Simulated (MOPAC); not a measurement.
MOPAC input (PM6):

```
PM6 FORCE THERMO(298,298) PRECISE LET UHF MS=0.5 GEO-OK AUX(PRECISION=9) THREADS=1
CH4N

C     0.19130630 1    0.68866646 1   -0.00532611 1
N    -0.11547313 1   -0.64940283 1    0.00394617 1
H    -0.49416898 1   -1.03343771 1    0.85201188 1
H    -0.52226332 1   -1.03865701 1   -0.82860557 1
H     0.39635534 1    1.21357849 1    0.90561022 1
H     0.36574826 1    1.20790415 1   -0.92588230 1
```

**Question.** Which zero-point energy does it print?

**Answer.** 28.36 kcal/mol, from the harmonic wavenumbers of PM6.
